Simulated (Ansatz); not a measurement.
Input file:

```yaml
crystal:
  periodic: [false, false, false]
  atoms:
    - {symbol: B, position_ang: [0.000000, 0.000000, 0.345046]}
    - {symbol: Mg, position_ang: [0.000000, 0.000000, -1.888530]}
    - {symbol: H, position_ang: [0.000000, 0.000000, 1.543484]}
basis:
  gaussian: {orbitals: cc-pVDZ}
magnetization: {spin_polarized: true, initial_magnetization: 2}
hamiltonian: {xc: {name: wB97X-V}}
```

```sh
$ ansatz run in.yaml --threads 1 --pin off --events-out ev --progress --plain --max-ram 2393MiB
```

The program prints:

```
      + integral(e_c_pw_opposite_spin*poly(b97_u_opposite, cos0, cos1)) + vv10(b, c)
341 factors; integrals over basis functions are off by at most 6.4e-4 eV
131 factors; integrals over basis functions are off by at most 6.5e-5 eV
mean field evaluation 1: about -6130.7822 eV, gradient 6.4e0 eV
mean field evaluation 2: about -6131.3600 eV, gradient 2.1e0 eV
mean field evaluation 4: about -6131.4920 eV, gradient 4.1e-1 eV
mean field evaluation 8: about -6131.5734 eV, gradient 7.1e-2 eV
mean field evaluation 16: about -6131.5737 eV, gradient 2.5e-4 eV
mean field -6131.57374590 eV, -225.3311790317 hartree, gradient 5.4e-5 eV, S^2 2.006353; 1 other end points of the search recorded, 0 dependent functions left out
reference -6131.57374681 eV, -225.3311790652 hartree; 10, 8 occupied and 27, 29 virtual orbitals, 341 factors
Total energy: -6131.57374681 eV, -225.3311790652 hartree
```

Ran on 1 thread of AMD EPYC 7B13, shared host: 4 s wall, 0.16 GiB peak host memory.
